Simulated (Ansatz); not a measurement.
A nudged elastic band was laid between two geometries of FH + H2Si (5 atoms, charge 0, multiplicity 1).

The calculation used UKS B3LYP/def2-SVP (Ansatz 0.2.0).

* movable images: 7
* climbing image: yes
* spring: 5.0 eV/Å²
* optimiser: quadratic models (default)
* start path: through a guess of the saddle point
* force threshold: 0.05 eV/Å
* iteration limit: 60
* end points: relaxed

Image 0:

```xyz
5
Properties=species:S:1:pos:R:3
Si -0.720 0.038 0.645
H 0.361 -1.360 -1.224
F 0.719 -0.531 -0.982
H 0.466 0.422 1.527
H -0.826 1.432 0.034
```

Image 8:

```xyz
5
Properties=species:S:1:pos:R:3
Si -0.033 -0.008 0.024
H -0.603 -1.324 -0.370
F 1.271 0.292 -0.904
H 0.395 -0.034 1.448
H -1.030 1.074 -0.197
```

Problem. What changes between the two ends?

Solution. Bonds broken: H2–F3. Bonds formed: Si1–H2. FH + H2Si becomes FH3Si.

Problem. Give the energies along the band, and the barrier.

Solution. The run converged. The highest image is number 3 of 0 to 8, 0.36 eV above the first end and 3.61 eV above the last; the last end lies 3.25 eV below the first. Neighbouring images differ by up to 1.3 eV, so the band resolves the path poorly. A vibrational analysis at the climbing image gives one clearly imaginary mode, 1182i cm⁻¹: a first-order saddle point. The orbitals stay closed-shell, which can raise the energy where a bond breaks towards radicals; this wasn't checked here.

| image | path coordinate (Å) | energy (eV) | H2–F3 (Å) | Si1–H2 (Å) |
| --- | --- | --- | --- | --- |
| 0 | 0.00 | 0.00 | 0.93 | 2.57 |
| 1 | 0.26 | 0.03 | 0.94 | 2.26 |
| 2 | 0.53 | 0.15 | 0.98 | 1.94 |
| 3 | 0.79 | 0.36 | 1.15 | 1.67 |
| 4 | 1.07 | -0.19 | 1.43 | 1.55 |
| 5 | 1.34 | -1.44 | 1.72 | 1.49 |
| 6 | 1.62 | -2.52 | 2.02 | 1.48 |
| 7 | 1.89 | -3.09 | 2.30 | 1.48 |
| 8 | 2.17 | -3.25 | 2.53 | 1.49 |

Problem. What is the geometry of the highest image?

Solution. 
```xyz
5
Properties=species:S:1:pos:R:3
Si -0.445 -0.032 0.361
H 0.024 -1.148 -0.796
F 0.883 -0.424 -1.050
H 0.453 0.268 1.527
H -0.914 1.337 -0.042
```

Run time: 67 s on 1 thread of Arm Neoverse V1, on a shared host, peak memory 0.11 GiB.
